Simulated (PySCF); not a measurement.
Gas-phase reaction: P + O₂ + OH ⇌ HPO₃

Energies from PySCF, thermal terms from the rigid-rotor harmonic-oscillator model, ideal gas at 1 bar. † marks an energy on the PBE0/def2-TZVP geometry and frequencies; other levels use their own. MP2 and CCSD(T) freeze the core. 6-31G* has spherical d functions here. Open shells (unrestricted): P (multiplicity 4), O₂ (multiplicity 3), OH (multiplicity 2); the rest are closed-shell singlets. Spin-orbit splitting is ignored; it lowers the true energy and changes the entropy of OH. B3LYP is the form with VWN-RPA correlation. HPO₃: computed as isolated molecules; such fragments, hydroxides, amides, oligomers or adducts are transient or little studied in the gas. MP2 isn't extrapolated to the basis-set limit. CCSD(T) isn't extrapolated to the basis-set limit.

```
level                ΔH°(298 K), kJ
-------------------  --------------
B3LYP/def2-TZVP†                [?]
CCSD(T)/def2-SVP†               [?]
CCSD(T)/def2-TZVPP†           -1000
HF/6-31G*                      -592
M06-2X/def2-TZVP†               [?]
MP2/def2-SVP†                   [?]
PBE0/def2-TZVP                -1001
LDA/def2-TZVP†                -1204
ωB97M-V/def2-TZVP†            -1050
```

Question: Fill in the missing entries.

Answer: 
- B3LYP/def2-TZVP†, ΔH°(298 K), kJ: -1001
- CCSD(T)/def2-SVP†, ΔH°(298 K), kJ: -826
- M06-2X/def2-TZVP†, ΔH°(298 K), kJ: -1047
- MP2/def2-SVP†, ΔH°(298 K), kJ: -892
